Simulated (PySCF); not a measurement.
NO₂, SMILES [O]N=O, multiplicity 2. Atoms are numbered in the order given.

```xyz
3

O      0.0000     1.0930     0.1396
N      0.0000     0.0000    -0.3192
O      0.0000    -1.0930     0.1396
```
Charge 0, spin multiplicity 2.

The structure is a stationary point at ωB97X-D3(BJ)/def2-TZVP.

These are PBE/pcH-1 (PySCF) values and carry that method's errors.

Unrestricted Kohn–Sham, ⟨S²⟩ = 0.751. Hyperfine tensors hold the contact and dipolar terms, without spin-orbit corrections.

Estimate the hyperfine couplings. (An estimate is asked for; the answer gives what the named calculation found.)


```tsv
nucleus	A(iso) (MHz)	A(iso) (G)	dipolar principal values (MHz)
17O no. 1	-42.3	-15.1	-112.7, 54.9, 57.8
14N no. 2	147.1	52.5	-19.9, -19.3, 39.3
17O no. 3	-42.3	-15.1	-112.7, 54.9, 57.8
```

And the g tensor (effective nuclear charges for spin-orbit coupling, GIAO)? (The exact figures need the calculation; the answer reports its results.)

principal values 1.9900, 2.0017, 2.0059; isotropic 1.9992.
